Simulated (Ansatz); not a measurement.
A nudged elastic band was laid between two geometries of CH₅NSi (8 atoms, charge 0, multiplicity 1).

Level of theory: RKS r2SCAN-D4/6-31G* (Ansatz).

- movable images: 5
- climbing image: yes
- spring: 5.0 eV/Å²
- optimiser: quadratic models (default)
- start path: through a guess of the saddle point
- force threshold: 0.05 eV/Å
- iteration limit: 60
- end points: relaxed

First end point:

```xyz
8
Properties=species:S:1:pos:R:3
N -1.537 0.188 -0.684
C -0.272 0.390 -0.651
Si 0.706 -0.420 0.762
H -1.962 0.673 -1.487
H 0.257 1.009 -1.401
H 0.215 0.092 2.069
H 2.154 -0.094 0.623
H 0.530 -1.896 0.713
```

Last end point:

```xyz
8
Properties=species:S:1:pos:R:3
N -1.294 0.392 -1.315
C -0.269 0.710 -0.613
Si 0.613 -0.364 0.684
H -1.600 -0.563 -1.083
H 0.127 1.721 -0.799
H 0.557 0.285 2.023
H 2.043 -0.559 0.317
H -0.084 -1.680 0.730
```

(1) Which bonds break or form, and what moves?

(2) What energy profile does the band end with?

(3) What is the geometry of the highest image?

The band took 17 iterations and about 4 core-minutes.

Results:

(1) No bond is made or broken. The dihedral H4–N1–C2–Si3 changes from 180 to 0° by way of a nearly straight angle H4–N1–C2 (up to 179°), not by a turn about the bond.

(2) The forces met the threshold. The highest image is number 3 of 0 to 6, 127.9 kJ/mol above the first end and 132.6 kJ/mol above the last; the last end lies 4.6 kJ/mol below the first. Neighbouring images differ by up to 1.3 eV, so the band resolves the path poorly. A vibrational analysis at the climbing image gives one clearly imaginary mode, 1229i cm⁻¹, and a faint second one (39i cm⁻¹) that may be numerical noise or a soft torsion: probably a first-order saddle point.

| image | path coordinate (Å) | energy (kJ/mol) | angle H4–N1–C2 (°) |
| --- | --- | --- | --- |
| 0 | 0.00 | 0.0 | 111 |
| 1 | 0.65 | 4.4 | 109 |
| 2 | 1.30 | 6.4 | 118 |
| 3 | 1.95 | 127.9 | 179 |
| 4 | 2.49 | 15.3 | 123 |
| 5 | 3.03 | -3.4 | 111 |
| 6 | 3.57 | -4.6 | 110 |

(3) 
```xyz
8
Properties=species:S:1:pos:R:3
N -1.340 0.264 -1.034
C -0.191 0.572 -0.666
Si 0.714 -0.397 0.733
H -2.247 0.007 -1.337
H 0.344 1.446 -1.121
H 0.328 0.186 2.052
H 2.202 -0.315 0.618
H 0.282 -1.820 0.698
```

Run time: 4.2 min on 1 thread of Arm Neoverse V1, on a shared host, peak memory 0.12 GiB.
